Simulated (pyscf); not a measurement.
Four-centre exchange: H₃Ge–GeH₃ + HCl -> Cl–GeH₂–GeH₃ + H₂

Gas phase, singlet surface, charge 0. Bonds broken: Ge1–H3, Cl9–H10. Bonds formed: Ge1–Cl9, H3–H10. Optimised with ωB97X-D3(BJ)/def2-SVP in PySCF.

Transition state (Å):

```xyz
10

Ge    -1.1207    -0.8080    -0.2532
Ge     0.3182     1.0229    -0.8148
H     -1.4795    -0.9116     1.5660
H     -2.3532    -1.2389    -1.0394
H     -0.3571    -2.1102     0.1272
H      0.7049     1.6977     0.5003
H      1.5863     0.4727    -1.4995
H     -0.4429     1.9519    -1.7547
Cl    -2.6016     1.2857     0.5447
H     -1.8966    -0.1684     1.4141
```

One imaginary mode, 866i cm⁻¹; descent along it reached the two sides named.

```tsv
bond	change	reactant side (Å)	saddle	product side
Ge1–H3	breaks	1.540	1.857	3.8
Cl9–H10	breaks	1.284	1.835	2.9
Ge1–Cl9	forms	3.6	2.7	2.177
H3–H10	forms	2.7	0.866	0.761
```

Electronic energies relative to the separated reactants (kJ/mol):

| level | barrier | reaction energy | reverse barrier |
|---|---|---|---|
| ωB97X-D3(BJ)/def2-TZVP | 148.8 | -62.4 | 211.1 |
| PBE/def2-TZVP | 135.5 | -49.8 | 185.3 |
| r²SCAN/def2-TZVP | 142.0 | -55.0 | 197.0 |
| B3LYP-D3(BJ)/def2-TZVP | 144.7 | -55.7 | 200.4 |
| PBE0-D3(BJ)/def2-TZVP | 141.9 | -51.8 | 193.8 |
| M06-2X/def2-TZVP | 137.9 | -68.6 | 206.5 |
| ωB97M-D3(BJ)/def2-TZVP | 157.3 | -49.2 | 206.5 |
| HF/def2-TZVP | 211.1 | -46.2 | 257.3 |

With ωB97M-D3(BJ)/def2-TZVP energies and thermal terms (ideal gas, 1 atm, RRHO with modes under 100 cm⁻¹ raised to 100, one conformer, R ln 2 for rigid chiral ones), in kJ/mol:

| T (K) | ΔH‡ | ΔG‡ | ΔH | ΔG |
|---|---|---|---|---|
| 298 | 156.1 | 194.7 | -53.4 | -50.7 |
| 600 | 156.1 | 234.1 | -50.3 | -49.2 |
| 900 | 157.4 | 272.8 | -48.4 | -49.1 |
| 1200 | 159.1 | 311.0 | -47.4 | -49.6 |

At the saddle there is also a short Ge–H contact that neither side keeps. One saddle was located; it need not be the lowest between these sides. Elements up to Kr have no core potential and no relativistic terms here.
